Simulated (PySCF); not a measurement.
Species: C3HOP.
Numbering: `[CH:1]#[C:2][P:3]=[C:4]=[O:5]` (hydrogens: H6 on C1)

Geometry (PBE0-D3(BJ)/def2-SVP, Å), atoms numbered from 1 in this order:
```xyz
6
C3HOP angstrom
C     -1.6738   -0.4713    0.3343
C     -0.6651    0.2094    0.3118
P      0.6749    1.3542    0.3851
C      1.7291    0.3004   -0.4294
O      2.5165   -0.3397   -0.9707
H     -2.5575   -1.0830    0.3505
```

The closed-shell ground state was solved at several levels (PySCF, density fitting, gas phase, non-relativistic).

| level | basis functions | HOMO (eV) | LUMO (eV) | gap (eV) | dipole (D) |
| --- | --- | --- | --- | --- | --- |
| wB97X-D/def2-SVPD | 115 | -8.44 | -0.39 | 8.05 | 0.63 |
| PBE/pcSseg-2 | 201 | -5.72 | -3.22 | 2.50 | 0.48 |

(1) Estimate the row for PBE0/pcSseg-1, a basis of 97 functions; the other rows only guide the guess.

(2) Over all these levels, which gives the widest orbital gap and which the narrowest?

(3) How far do the dipole and the HOMO energy spread over the levels?

Results:

(1) HOMO -6.73 eV, LUMO -2.18 eV, gap 4.55 eV, dipole 0.57 D.

(2) wB97X-D/def2-SVPD (range-separated hybrid) has the widest, 8.05 eV, and PBE/pcSseg-2 (GGA) the narrowest, 2.50 eV. Functional and basis both differ between the two, so the spread mixes both effects.

(3) The dipole runs from 0.48 to 0.63 D (mean 0.56 D) and the HOMO from -8.44 to -5.72 eV.
